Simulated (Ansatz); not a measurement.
This Ansatz (a first-principles code) input (CCSD(T)/def2-TZVPP) gives -1.17234 Eh with 28 basis functions. A basis named .json is the Basis Set Exchange file of that set (core-valence sets with the plain set on hydrogen).

Ansatz 0.2 input:
```yaml
crystal:
  periodic: [false, false, false]
  atoms:
    - {symbol: H, position_ang: [-0.00000000, -0.00000000, -0.37201156]}
    - {symbol: H, position_ang: [0.00000000, 0.00000000, 0.37201156]}
basis:
  gaussian:
    orbitals: def2-TZVPP
magnetization: {spin_polarized: false}
correlation: {method: ccsd_t, electrons: outside_noble_gas}
```

Change:
```diff
- orbitals: def2-TZVPP
+ orbitals: def2-QZVPP.json
```

Problem. What does the run give now?

Solution. -1.17387 Eh (CCSD(T)/def2-QZVPP, 60 functions), a change of -1.53 mEh.
